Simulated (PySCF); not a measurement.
S₃ was optimised in PySCF in the def2-TZVP basis family (density fitting, no spin–orbit coupling) with several functionals.

One of them gave a singlet of C2v symmetry with a mean bond of 1.905 Å to S, wavenumbers 271, 630, 731 cm⁻¹ and a HOMO–LUMO gap of 3.27 eV.

**Question.** Which level of theory was it?
A. PBE0
B. B3LYP
C. PBE

**Answer.** A. That is PBE0, with S–S 1.905 Å (×2). The others give B3LYP 1.923 Å and 686 cm⁻¹ for the highest mode; PBE 1.934 Å and 669 cm⁻¹ for the highest mode.

Only the bonding shown was studied: isomers, or loss of a ligand pair, can lie lower.
